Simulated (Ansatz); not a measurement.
Fluorite SrCl₂ was calculated with r²SCAN in Ansatz (plane waves, PAW).

Run with plane-wave cutoff 600 eV, 6×6×6 k mesh, finite displacements, scalar-relativistic PAW data made under PBE.

Computed at the level's own relaxed cell.

Harmonic phonon frequencies (cm⁻¹; i marks an imaginary mode; at Γ without the LO shift):

```csv
q point,frequencies
Γ,0 0 0 139 139 139 183 183 183
X,72 82 82 100 100 151 191 191 211
L,68 68 130 158 158 159 159 169 177
```

No imaginary mode appears at these points.

Ansatz is a program for electronic structure.
